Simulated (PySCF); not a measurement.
NaCl at RHF

Level: RHF. basis Na def2-SVPD, Cl def2-SVPD; no relativity; PySCF 2.14.

* state: ¹Σ⁺ (singlet), closed shell
* bond length: 2.407 Å
* harmonic wavenumber: 357 cm⁻¹
* force constant: 1.04 mdyn/Å
* rotational constant Be: 0.2098 cm⁻¹
* anharmonicity ωexe: 1.78 cm⁻¹
* vibration–rotation constant αe: 0.00154 cm⁻¹
* well depth De to Na + Cl: 309 kJ/mol
* dissociation energy D0: 307 kJ/mol
* HOMO–LUMO gap: 9.06 eV
* bond order (Mayer): 0.12
* dipole moment (positive dipole means Na(−)Cl(+)): -9.62 D

Where the molecule has an RHF reference, its open-shell atoms are computed with UHF. Hartree–Fock leaves out correlation, which carries a large part of most bond energies and some tenths to 1 eV of ionisation energies.
